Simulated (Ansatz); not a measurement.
Relaxation of C3H6N2 (11 atoms, charge 0, multiplicity 1), to a largest force component of 0.02 eV/Å in at most 50 steps.

All numbers below come from Ansatz 0.2.0, RKS PBE0-D4/def2-mTZVP.

```xyz
11
Properties=species:S:1:pos:R:3
N -0.891 1.796 -0.832
C -0.888 0.560 -0.668
C 0.392 -0.159 -0.623
C 0.846 -0.530 0.793
N 0.658 -1.764 1.196
H -1.920 2.166 -0.849
H -1.777 -0.029 -0.522
H 0.386 -1.042 -1.237
H 0.114 2.044 -0.935
H 1.109 0.265 1.498
H 0.924 -1.814 2.222
```

Task: Where does it end, and by what steps?

Result: It converged. After 15 steps the energy has fallen by 3.317 eV; H7 moved furthest, 1.30 Å.

| step | energy less start (eV) | largest force component (eV/Å) | accepted |
| --- | --- | --- | --- |
| 0 | 0.0000 | 5.467 | yes |
| 1 | -0.8578 | 2.487 | yes |
| 2 | -1.4860 | 2.046 | yes |
| 3 | -2.0605 | 1.753 | yes |
| 4 | -2.5337 | 1.715 | yes |
| 5 | -2.8934 | 0.851 | yes |
| 6 | -3.1277 | 0.622 | yes |
| 7 | -3.2551 | 0.240 | yes |
| 8 | -3.2844 | 0.354 | yes |
| 9 | -3.2974 | 0.491 | yes |
| 10 | -3.3145 | 0.082 | yes |
| 11 | -3.3142 | 0.208 | no |
| 12 | -3.3160 | 0.034 | yes |
| 13 | -3.3165 | 0.034 | yes |
| 14 | -3.3169 | 0.029 | yes |
| 15 | -3.3170 | 0.016 | yes |

```xyz
11
Properties=species:S:1:pos:R:3
N -0.948 1.722 -0.460
C -0.903 0.425 -0.902
C -0.245 -0.620 -0.363
C 0.626 -0.567 0.782
N 1.211 -1.610 1.232
H -1.191 2.421 -1.144
H -1.533 0.247 -1.768
H -0.377 -1.595 -0.817
H -0.236 2.027 0.184
H 0.764 0.418 1.255
H 1.785 -1.377 2.043
```

The run took 38 s on 2 threads of Arm Neoverse V2, with other jobs on the host, peak memory 0.22 GiB.
